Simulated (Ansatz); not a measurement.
Coupled-cluster run, H4OSSi (`O[SiH2]S`).

```yaml
crystal:
  periodic: [false, false, false]
  atoms:
    - {symbol: O, position_ang: [-1.434573, -0.381955, 0.184855]}
    - {symbol: Si, position_ang: [-0.047545, 0.496498, 0.172960]}
    - {symbol: S, position_ang: [1.565255, -0.475672, -0.828761]}
    - {symbol: H, position_ang: [-1.745321, -0.722394, -0.656092]}
    - {symbol: H, position_ang: [-0.184935, 1.770495, -0.576251]}
    - {symbol: H, position_ang: [0.257218, 0.727894, 1.600361]}
    - {symbol: H, position_ang: [1.651104, -1.482966, 0.057228]}
basis:
  gaussian: {orbitals: def2-SVP}
correlation: {method: ccsd_t}
```

```sh
$ ansatz run in.yaml --threads 2 --pin off --events-out ev --progress --plain --max-ram 4352MiB
```

The program prints (abridged):

```
Functional definition: HF
662 factors; integrals over basis functions are off by at most 1.2e-3 eV
mean field evaluation 1: about -20772.1487 eV, gradient 3.2e1 eV
mean field evaluation 2: about -20772.1507 eV, gradient 3.2e1 eV
mean field evaluation 4: about -20774.4479 eV, gradient 2.6e0 eV
mean field evaluation 8: about -20774.4751 eV, gradient 1.2e-4 eV
mean field -20774.47506012 eV, -763.4478770144 hartree, gradient 1.5e-6 eV, S^2 0.000000; 0 other end points of the search recorded, 0 dependent functions left out
11 core orbitals not correlated: weight in the atoms' cores, before any rotation towards them, 1.000 or more for the frozen orbitals, at most 0.000 for the correlated occupied ones
reference -20774.47506012 eV, -763.4478770144 hartree; 10, 10 occupied and 49, 49 virtual orbitals, 662 factors
second order -11.39929492 eV of doubles, -0.00000000 eV of singles
cycle   1  -12.04541451 eV  change   -6.5e-1 eV  update   7.7e-2
cycle   2  -12.36306600 eV  change   -3.2e-1 eV  update   2.3e-2
cycle   3  -12.42734291 eV  change   -6.4e-2 eV  update   1.1e-2
cycle   4  -12.42504632 eV  change    2.3e-3 eV  update   2.3e-3
cycle   5  -12.42455500 eV  change    4.9e-4 eV  update   8.3e-4
cycle   6  -12.42450093 eV  change    5.4e-5 eV  update   2.7e-4
cycle   7  -12.42438298 eV  change    1.2e-4 eV  update   8.5e-5
cycle   8  -12.42438158 eV  change    1.4e-6 eV  update   2.6e-5
cycle   9  -12.42438806 eV  change   -6.5e-6 eV  update   9.0e-6
perturbative correction -0.28378620 eV, -0.0104289504 hartree
Total energy: -20787.18323437 eV, -763.9148938044 hartree
```

Run time 2.5 s (2 threads of an AMD EPYC 7571 on a shared host); peak host memory 0.34 GiB.

The correlation energy is -12.708 eV, 2.2 % of it from (T); the T1 diagnostic reads 0.0108.
